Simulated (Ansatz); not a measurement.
C3H7NS, SMILES `CN1CSC1`. The species carries charge 0 and has multiplicity 1. Geometry: relaxed with PBE0-D4/def2-TZVP.

```xyz
12

C    -0.979    0.163    0.984
N     0.317   -0.007    0.385
C     0.725    0.995   -0.587
S     1.571   -0.263   -1.605
C     0.503   -1.186   -0.446
H    -1.177   -0.662    1.672
H    -1.795    0.199    0.241
H    -0.999    1.090    1.561
H     1.377    1.776   -0.191
H    -0.116    1.452   -1.130
H    -0.419   -1.531   -0.938
H     0.992   -2.025    0.054
```

Task: What is the dipole moment at r2SCAN/def2-TZVPP? (An estimate is asked.)

Result: The calculation gave: 1.93 D, with components (-1.68, 0.23, 0.93) D in this frame, pointing from negative to positive charge.

Task: And with PBE, B3LYP, ωB97M-V? (Estimate.)

Result: The calculation gave: PBE 1.83 D, B3LYP 1.85 D, ωB97M-V 1.85 D.

Task: Give the Mulliken charges with r2SCAN, PBE, B3LYP in def2-TZVPP. (An estimate is asked.)

Result: Ansatz gave: 
```json
{"atom": "C1", "r2SCAN": "-0.07", "PBE": "-0.20", "B3LYP": "-0.19"}
{"atom": "N2", "r2SCAN": "-0.18", "PBE": "-0.11", "B3LYP": "-0.17"}
{"atom": "C3", "r2SCAN": "0.02", "PBE": "-0.08", "B3LYP": "-0.08"}
{"atom": "S4", "r2SCAN": "-0.16", "PBE": "-0.14", "B3LYP": "-0.13"}
{"atom": "C5", "r2SCAN": "0.02", "PBE": "-0.08", "B3LYP": "-0.08"}
{"atom": "H6", "r2SCAN": "0.06", "PBE": "0.09", "B3LYP": "0.10"}
{"atom": "H7", "r2SCAN": "0.03", "PBE": "0.06", "B3LYP": "0.06"}
{"atom": "H8", "r2SCAN": "0.06", "PBE": "0.09", "B3LYP": "0.10"}
{"atom": "H9", "r2SCAN": "0.07", "PBE": "0.10", "B3LYP": "0.11"}
{"atom": "H10", "r2SCAN": "0.05", "PBE": "0.07", "B3LYP": "0.08"}
{"atom": "H11", "r2SCAN": "0.05", "PBE": "0.07", "B3LYP": "0.08"}
{"atom": "H12", "r2SCAN": "0.07", "PBE": "0.10", "B3LYP": "0.11"}
```

B3LYP here is the variant with VWN-RPA as its local correlation; programs differ in this.
